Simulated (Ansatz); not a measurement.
Input file:

```yaml
crystal:
  periodic: [false, false, false]
  atoms:
    - {symbol: I, position_ang: [0.000000, -0.015537, 0.000000]}
    - {symbol: H, position_ang: [0.000000, 0.978099, -1.010426]}
    - {symbol: H, position_ang: [0.000000, 0.978140, 1.010386]}
basis:
  gaussian: {orbitals: def2-SVP}
total_charge: 1
correlation: {active_space: {window: {electrons: 8, orbitals: 5}}}
accuracy: high
scf: {lower_state_search: light}
output: {forces: true}
```

```sh
$ ansatz run in.yaml --threads 1 --pin off --events-out ev --progress --plain --max-ram 2393MiB
```

Q: Roughly how long does this take on 1 thread of Arm Neoverse N1, shared host, and how much host memory?

A: 3.2 s wall and 0.1 GiB.

```
839 factors; integrals over basis functions are off by at most 1.8e-9 eV
mean field evaluation 1: about -8092.7993 eV, gradient 1.2e1 eV
mean field evaluation 2: about -8092.8079 eV, gradient 1.2e1 eV
mean field evaluation 4: about -8093.3295 eV, gradient 1.0e0 eV
mean field evaluation 8: about -8093.3359 eV, gradient 1.5e-3 eV
mean field -8093.33590398 eV, -297.4246086113 hartree, gradient 1.0e-8 eV, S^2 0.000000; 0 other end points of the search recorded, 0 dependent functions left out
reference -8093.33590398 eV, -297.4246086113 hartree; 13, 13 occupied and 23, 23 virtual orbitals, 839 factors
state -8093.75623416 eV, -297.4400554603 hartree
the calculation of the forces begins
WARN: the results are in doubt because the forces break the atoms' symmetry
Total energy: -8093.75623416 eV, -297.4400554603 hartree
Atom 0 at     0.000000    -0.015537     0.000000 Å, force     0.000000    -9.373313    -0.317592 eV/Å
Atom 1 at     0.000000     0.978099    -1.010426 Å, force    -0.000000     4.530298    -4.848331 eV/Å
Atom 2 at     0.000000     0.978140     1.010386 Å, force    -0.000000     4.843015     5.165923 eV/Å
Dipole moment:    -0.000000     0.270945     0.000233 e Å
In doubt: the forces break the atoms' symmetry
```

Natural occupations: 1.9999 1.9995 1.9993 1.9786 0.0227.
